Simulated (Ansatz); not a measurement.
ZnCu$_{2}$SnS$_{4}$ (I-4)

Method: DFT r2SCAN, scalar-relativistic, plane waves, PAW (Ansatz 0.2.0).

Plane waves to 500 eV, a k mesh through Γ of 10×10×10 on the computed 8-atom cell and Gaussian smearing (0.02 eV); no spin polarisation.

The structure is relaxed at this level of theory with its symmetry kept.

```yaml
crystal:
  lattice:
    - [-2.70744, 2.70744, 5.40891]
    - [2.70744, -2.70744, 5.40891]
    - [2.70744, 2.70744, -5.40891]
  atoms:
    - { symbol: Zn, position: [0.25000, 0.75000, 0.50000] }
    - { symbol: Cu, position: [0.00000, 0.00000, 0.00000] }
    - { symbol: Cu, position: [0.75000, 0.25000, 0.50000] }
    - { symbol: Sn, position: [0.50000, 0.50000, 0.00000] }
    - { symbol: S, position: [0.37130, 0.89345, 0.00646] }
    - { symbol: S, position: [0.10655, 0.11301, 0.47785] }
    - { symbol: S, position: [0.88699, 0.36483, 0.99354] }
    - { symbol: S, position: [0.63517, 0.62870, 0.52215] }
```

(1) Formation energy from the elements' standard states (uncorrected)?

(2) Generalised Kohn–Sham band gap?

(3) Löwdin character of the top 1 eV of the valence band?

(4) Löwdin character of the lowest 1 eV of the conduction band?

(5) Bader charges (e)?

A ferromagnetic start lost its moments in a first run, so spin was left out; other magnetic orders weren't tried.

Answers

(1) -0.575 eV/atom.

(2) 0.47 eV.

(3) Cu 3d 59 %, S 3p 34 %.

(4) S 3p 48 %, Sn 5s 30 %, unprojected 5 %.

(5) Zn (1 in the cell) 0.94, Cu (1 in the cell) 0.54, Cu (1 in the cell) 0.54, Sn (1 in the cell) 1.53, S (4 in the cell) -0.89.

Cost: 1 run of about 25 core-minutes, on Arm Neoverse V1 (shared hosts).